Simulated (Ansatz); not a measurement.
I need a single point in a Gaussian basis of C2H3Cl2N, SMILES N=CC(Cl)Cl. Use the Python package of Ansatz (0.2.0). Settings: B2GP-PLYP, cc-pVDZ basis, multiplicity 1.

`c2h3cl2n.py`
```python
'''Single point of C2H3Cl2N in a Gaussian basis.'''

import ansatz as az
from rdkit import Chem
from rdkit.Chem import AllChem


def main() -> None:
    # start geometry from RDKit
    rd = Chem.AddHs(Chem.MolFromSmiles('N=CC(Cl)Cl'))
    AllChem.EmbedMolecule(rd, randomSeed=928)
    AllChem.UFFOptimizeMolecule(rd)
    molecule = az.Crystal.molecule()
    for atom, xyz in zip(rd.GetAtoms(), rd.GetConformer().GetPositions()):
        molecule = molecule.atom(atom.GetSymbol(), xyz.round(5).tolist())

    calculation = molecule.calculation()
    calculation = calculation.basis(gaussian='cc-pVDZ')
    calculation = calculation.functional(az.LibraryFunctional('B2GP-PLYP'))
    done = calculation.run()
    summary = done.report

    print('reference energy %16.6f eV' % summary['reference_energy_ev'])
    print('total energy     %16.6f eV' % summary['free_energy_ev'])
    print('occupied orbitals outside the frozen core (up, down):', summary['n_occupied'], ' frozen:', summary['n_frozen'], ' virtual:', summary['n_virtual'])


if __name__ == '__main__':
    main()
```

Output of `python c2h3cl2n.py`:
```text
reference energy    -28634.020193 eV
total energy        -28642.077830 eV
occupied orbitals outside the frozen core (up, down): [15, 15]  frozen: 13  virtual: [65, 65]
```

Caveats:
- Total energies depend on the basis set; only differences at equal settings carry meaning.
- The geometry is a force-field or estimated start, not a minimum of this method, and the basis set is short of its limit.
- For a double hybrid the total adds scaled second-order correlation to the self-consistent reference.
- Timing: 4.5 s on 1 thread of Arm Neoverse V2, on a shared host, peak memory 0.29 GiB.

(Lines on the test bed's own set-up are left out of the output.)
